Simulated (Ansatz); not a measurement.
# CHO2+: geometry and frequencies at several levels

The task here is to estimate one member of a computed series from the others.

Program: Ansatz 0.2.0. Level of theory: the levels named in each step. These are calculated values, not measurements.

## The system as given

Bond lengths: O1–C2 1.120 Å, C2–O3 1.216 Å, O3–H4 0.984 Å. Angles: O1–C2–O3 174.6°, C2–O3–H4 120.2°.

Coordinates:

```xyz
4

O     1.1467   -0.0625   -0.1383
C     0.0363    0.0021   -0.0113
O    -1.1562    0.0131    0.2241
H    -1.7788    0.4570   -0.3960
```

The first run:

input.yaml reads:

```yaml
crystal:
  periodic: [false, false, false]
  atoms:
    - { symbol: O, position_ang: [1.14670312, -0.06251369, -0.13831724] }
    - { symbol: C, position_ang: [0.03628268, 0.00210727, -0.01130558] }
    - { symbol: O, position_ang: [-1.15616036, 0.01311565, 0.22409163] }
    - { symbol: H, position_ang: [-1.77875542, 0.45702076, -0.39597881] }
total_charge: 1
basis:
  gaussian: { orbitals: def2-TZVPP }
hamiltonian:
  xc: pbe0
  dispersion: d4
phonons: {}
```

Run with:

```
$ ansatz run input.yaml --threads 2 --pin off --max-ram 5120MiB --backend cpu --events-out ev --progress --plain --runs-dir out
```

Steps of the session up to this table: Frequencies, PBE0-D4/def2-TZVPP; Relaxation, PBE-D4/def2-TZVPP; Frequencies, PBE-D4/def2-TZVPP; Relaxation, r2SCAN-D4/def2-TZVPP; Frequencies, r2SCAN-D4/def2-TZVPP; Relaxation, B3LYP-D4/def2-TZVPP; Frequencies, B3LYP-D4/def2-TZVPP; Relaxation, B2PLYP/def2-TZVPP; Frequencies, B2PLYP/def2-TZVPP.

One of the session's tables, all rows but one given; the rest of the session is left out.

It belongs to the step «Geometries side by side». 

| level | O1–C2 (Å) | C2–O3 (Å) | highest frequency (cm⁻¹) |
| --- | --- | --- | --- |
| PBE-D4/def2-TZVPP | ? | ? | ? |
| r2SCAN-D4/def2-TZVPP | 1.1254 | 1.2180 | 3521 |
| B3LYP-D4/def2-TZVPP | 1.1219 | 1.2191 | 3519 |
| B2PLYP/def2-TZVPP | 1.1271 | 1.2226 | 3539 |

Q: Estimate the row for PBE-D4/def2-TZVPP from the others.

**Answer.** O1–C2 (Å): 1.1352; C2–O3 (Å): 1.2269; highest frequency (cm⁻¹): 3436. In the column «O1–C2 (Å)» it is the highest.
